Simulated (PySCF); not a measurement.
A mixed set of molecules.

All values: CAM-B3LYP/def2-SVPD (PySCF) at GFN2-xTB geometries, gas phase, one conformer each. Core orbitals are frozen in the response; Δα² is half the sum of the squared differences of the principal polarisabilities. Dipoles and anisotropies that the point group forbids are given as zero.

(1) Rank by polarisability anisotropy Δα, highest first.
A. trans-1,2-difluoroethene (`C(/F)=C\F`)
B. `N#Cc1ccnc(C#N)n1`
C. `[CH3:1][N:2]([CH3:3])[CH:4]=[O:5]` with C1–N2–C4–O5 180°
D. `[CH3:1][CH2:2][C:3]([NH2:4])=[O:5]` with C1–C2–C3–N4 180°, C2–C3–N4–H 0° and 180° (propionamide)
E. `[CH2:1]=[CH:2][SiH2:3][CH2:4][F:5]` with C1–C2–Si3–C4 133°, C2–Si3–C4–F5 60°
F. `[F:1]/[CH:2]=[C:3](\[F:4])[CH2:5][F:6]` with C2–C3–C5–F6 0°

(2) Rank by dipole moment, highest first.
A. `[CH3:1][NH:2][C:3]([CH3:4])=[O:5]` with C1–N2–C3–C4 180°
B. `[Cl:1][CH:2]([Cl:3])[C:4]1=[CH:5][CH:6]=[CH:7][SiH2:8]1` with Cl1–C2–C4–C5 120°
C. `N#Cc1ccnc(C#N)n1`
D. `[F:1]/[CH:2]=[C:3](\[F:4])[CH2:5][F:6]` with C2–C3–C5–F6 0°
E. `C[Si@@H]1C[C@@H]1F`
F. `[CH3:1][N:2]([CH3:3])[CH:4]=[O:5]` with C1–N2–C4–O5 180°

## Answers

(1) B (9.89 Å³), E (3.58 Å³), C (2.92 Å³), F (2.66 Å³), D (2.42 Å³), A (2.06 Å³).

(2) C (5.51 D), F (4.23 D), A (3.97 D), B (2.48 D), E (2.14 D), D (1.62 D).

All values together:

| SMILES | formula | μ (D) | HOMO (eV) | LUMO (eV) | α (Å³) | Δα (Å³) | electrons | α per electron (Å³) |
| --- | --- | --- | --- | --- | --- | --- | --- | --- |
| ClC(Cl)C1=CC=C[SiH2]1 | C5H6Cl2Si | 2.48 | -8.24 | -0.89 | 16.21 | 4.84 | 84 | 0.193 |
| F/C=C(\F)CF | C3H3F3 | 1.62 | -9.11 | 1.18 | 5.93 | 2.66 | 48 | 0.123 |
| CCC(N)=O | C3H7NO | 3.85 | -8.92 | 1.14 | 7.27 | 2.42 | 40 | 0.182 |
| C[Si@@H]1C[C@@H]1F | C3H7FSi | 2.14 | -8.11 | 1.08 | 9.39 | 2.57 | 48 | 0.196 |
| CNC(C)=O | C3H7NO | 3.97 | -8.80 | 1.07 | 7.34 | 2.63 | 40 | 0.183 |
| CN(C)C=O | C3H7NO | 4.23 | -8.56 | 1.08 | 7.45 | 2.92 | 40 | 0.186 |
| C=C[SiH2]CF | C3H7FSi | 1.75 | -9.34 | 0.61 | 9.63 | 3.58 | 48 | 0.201 |
| F/C=C/F | C2H2F2 | 0.00 | -9.13 | 1.18 | 4.04 | 2.06 | 32 | 0.126 |
| N#Cc1ccnc(C#N)n1 | C6H2N4 | 5.51 | -10.38 | -2.22 | 13.20 | 9.89 | 66 | 0.200 |

Conformers: `[Cl:1][CH:2]([Cl:3])[C:4]1=[CH:5][CH:6]=[CH:7][SiH2:8]1` with Cl1–C2–C4–C5 120°; `[F:1]/[CH:2]=[C:3](\[F:4])[CH2:5][F:6]` with C2–C3–C5–F6 0°; `[CH3:1][CH2:2][C:3]([NH2:4])=[O:5]` with C1–C2–C3–N4 180°, C2–C3–N4–H 0° and 180°; `[CH3:1][NH:2][C:3]([CH3:4])=[O:5]` with C1–N2–C3–C4 180°; `[CH3:1][N:2]([CH3:3])[CH:4]=[O:5]` with C1–N2–C4–O5 180°; `[CH2:1]=[CH:2][SiH2:3][CH2:4][F:5]` with C1–C2–Si3–C4 133°, C2–Si3–C4–F5 60°.

Task: How closely does the mean polarisability follow the number of electrons in this set?

Result: The correlation coefficient is 0.95; α per electron runs from 0.123 to 0.201 Å³.
